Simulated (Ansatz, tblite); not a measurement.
Removing and adding an electron: B2H3 (the lowest doublet isomer of a short search). Total charge 0; doublet. Geometry: B3LYP-D4/def2-TZVP. Ansatz, gas phase; energy differences of separate SCF runs; the oxidised species is a singlet (the triplet lies 3.02 eV higher at PBE0-D4/def2-TZVP); the reduced species is a singlet (the triplet lies 0.79 eV higher at PBE0-D4/def2-TZVPD).

```csv
atom,x (Å),y (Å),z (Å)
B1,0.346,0.211,-0.462
B2,-0.532,-0.326,0.712
H3,-1.194,-0.730,1.596
H4,0.947,-0.540,-1.171
H5,0.434,1.384,-0.675
```

The xTB rows come from tblite. Correlated methods freeze 2 core orbitals. The structure comes from a short search, and lower isomers may exist.

| level | −HOMO (eV) | vertical IE (eV) | −LUMO (eV) | vertical EA (eV) | HOMO–LUMO gap (eV) | IE − EA (eV) | remarks |
| --- | --- | --- | --- | --- | --- | --- | --- |
| GFN1-xTB | – | 13.65 | – | – | – | – | – |
| GFN2-xTB | – | 13.07 | – | 3.95 | – | 9.13 | – |
| HF/def2-TZVPD | – | – | – | -0.25 | – | – | – |
| HF/def2-TZVPP | – | 8.09 | – | – | – | – | – |
| PBE-D4/def2-TZVP | 5.53 | 9.10 | 3.97 | – | 1.55 | – | – |
| PBE-D4/def2-TZVPD | 5.53 | – | 3.98 | 1.11 | 1.55 | – | HOMO above zero (-1 singlet) |
| r2SCAN-D4/def2-TZVP | 5.83 | 9.15 | 3.43 | – | 2.40 | – | – |
| r2SCAN-D4/def2-TZVPD | 5.83 | – | 3.44 | 0.95 | 2.40 | – | HOMO above zero (-1 singlet) |
| PBE0-D4/def2-TZVP | 6.55 | 9.04 | 2.89 | – | 3.67 | – | – |
| PBE0-D4/def2-TZVPD | 6.55 | – | 2.89 | 0.99 | 3.66 | – | HOMO above zero (-1 singlet) |
| MP2/def2-TZVPD | – | – | – | 1.00 | – | – | – |
| MP2/def2-TZVPP | – | 8.71 | – | – | – | – | – |
| CCSD/def2-TZVPD | – | – | – | 0.94 | – | – | large T1 (0.022) (-1 singlet) |
| CCSD/def2-TZVPP | – | 8.71 | – | – | – | – | – |
| CCSD(T)/def2-TZVPD | – | – | – | 1.07 | – | – | large T1 (0.022) (-1 singlet) |
| CCSD(T)/def2-TZVPP | – | 8.77 | – | – | – | – | – |

   A HOMO above zero means that the electron is unbound at that level or that self-interaction error raises the level; the energy of removing that electron tells which. HOMO and LUMO are the levels of the spin that leaves or enters (xTB has no such levels and no spin-polarisation term). Other spin states of the ions may lie lower, which would lower the ionisation energy or raise the affinity. Raw xTB energy differences between charge states are shifted by several eV; the methods need an empirical correction for them. A negative affinity means that the extra electron isn't bound; its size then hangs on the basis.
